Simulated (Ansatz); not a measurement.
`[CH]F`. Charge 0, multiplicity 1.

List the harmonic frequencies (cm⁻¹, unscaled) at PBE0-D4/def2-TZVP in Ansatz. (An estimate is asked.)

Ansatz gave: 1249, 1443, 2773.

Is this a minimum?

Yes, all 3 modes are real.

Give the ideal-gas thermochemistry at 298.15 K and 1 bar (rigid rotor, harmonic oscillator; point group Cs, symmetry number 1).

Zero-point energy 32.7 kJ/mol; H(298) − E = 42.7 kJ/mol; entropy 223.2 J/(mol·K), of which translation 152.1, rotation 70.9, vibration 0.2; G(298) − E = -23.9 kJ/mol.
